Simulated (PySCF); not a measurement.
Species: C3H2FNO.
Atom-mapped SMILES: `[F:1][c:2]1[cH:3][cH:4][n:5][o:6]1`

NICS = −σ at a ghost point: NICS(0) at the centroid of the ring atoms, NICS(1) 1 Å to either side along the normal of their mean plane, zz for the tensor component along that normal. Level: GIAO PBE0/pcSseg-1 (PySCF, non-relativistic, gas phase) on the PBE0-D3(BJ)/def2-SVP geometry, one conformer.

Ring bond lengths (Å), with Mayer bond orders in brackets: C2–C3 1.360 (1.56), C3–C4 1.421 (1.21), C4–N5 1.308 (1.63), N5–O6 1.376 (0.96), O6–C2 1.319 (1.14).

Give the NICS values of each ring in ppm.

| ring | type | NICS(0) | NICS(1), two faces | NICS(1)zz, two faces | rms pucker (Å) | centre to ring atoms, mean (Å) |
| --- | --- | --- | --- | --- | --- | --- |
| C2–C3–C4–N5–O6 | 5-membered ring with N and O; formal bonds all aromatic | -11.9 | -9.7 / -9.7 | -23.7 / -23.7 | 0.00 | 1.15 |

What can be read from them?

- C2–C3–C4–N5–O6: mean NICS(1)zz -23.7 ppm, shielded, aromatic by this magnetic criterion (flat ring, no four-coordinate atom).

What does the geometric index give? Use HOMA with the parameters of Krygowski (1993).

- C2–C3–C4–N5–O6: HOMA 0.61; the largest term is that of N5–O6, α(R − Ropt)² = 0.94.

At the second NICS(1) probe listed for ring C2–C3–C4–N5–O6, 1 Å off the ring, how large is the induced field along the normal in 14.1 T applied along it?

NICSzz × B0 = -23.7 ppm × 14.1 T = -334 μT, against the applied field.

Give the inner angles of the rings and the Hirshfeld charges of the ring atoms.

- C2–C3–C4–N5–O6: C2 112.0° (+0.163 e), C3 101.2° (-0.111 e), C4 112.6° (-0.001 e), N5 105.5° (-0.115 e), O6 108.8° (-0.041 e); sum 540.0° against 540° for a flat convex ring.

How do the values depend on the level or the medium?

```csv
level,"NICS(0), C2–C3–C4–N5–O6","mean NICS(1)zz, C2–C3–C4–N5–O6"
"PBE0/pcSseg-1, gas",-11.9,-23.7
"PBE0/pcSseg-2, gas",-11.7,-23.9
```

The geometry is the same throughout.
